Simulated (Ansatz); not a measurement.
Ideal-gas functions of hexafluoroethane at 298.15 K and 1 bar, from an Ansatz frequency run at PBE0-D4/def2-TZVP.

Molar mass 138.01 g/mol, point group D3d (symmetry number 6), electronic degeneracy 1, moments of inertia 177.147, 273.718, 273.719 u Å². Harmonic wavenumbers (cm⁻¹, unscaled): 65, 214, 214, 348, 380, 380, 525, 525, 622, 622, 721, 821, 1135, 1254, 1254, 1272, 1272, 1425.

Use S(trans) = R[1.5 ln M + 2.5 ln T − 1.1517]; rotational temperatures θ = 24.2544 K / I; S(rot) = R[ln(√π/σ · √(T³/θAθBθC)) + 1.5]; for each mode x = 1.438777 ν̃/T, S = R[x/(eˣ − 1) − ln(1 − e⁻ˣ)] and H = RT x/(eˣ − 1); 1 cm⁻¹ = 0.0119627 kJ/mol; R = 8.31446 J/(mol·K).

**Question.** By hand: the entropy, in J/(mol·K).

**Answer.** Translation 170.3. Rotation: θ = 0.1369, 0.0886, 0.0886 K, giving 101.8. Vibration, mode by mode: 17.99, 8.41, 8.41, 4.92, 4.35, 4.35, 2.50, 2.50, 1.73, 1.73, 1.18, 0.80, 0.23, 0.14, 0.14, 0.13, 0.13, 0.07, in all 59.7. Electronic 0.0. Sum 331.8 J/(mol·K).

**Question.** By hand: H − E and G − E in kJ/mol, counted from the electronic energy.

**Answer.** Zero-point energy ½ × 13049 × 0.0119627 = 78.1; thermal vibration 10.2; translation, rotation and pV give 4 RT = 9.9. H − E = 98.2 kJ/mol, and G − E = 98.2 − 298.15 × 331.8/1000 = -0.7 kJ/mol.

Vibration gives 18 % of the entropy, 18.0 J/(mol·K) of it from the mode under 150 cm⁻¹: soft modes count most, and the harmonic formula is weakest for them.
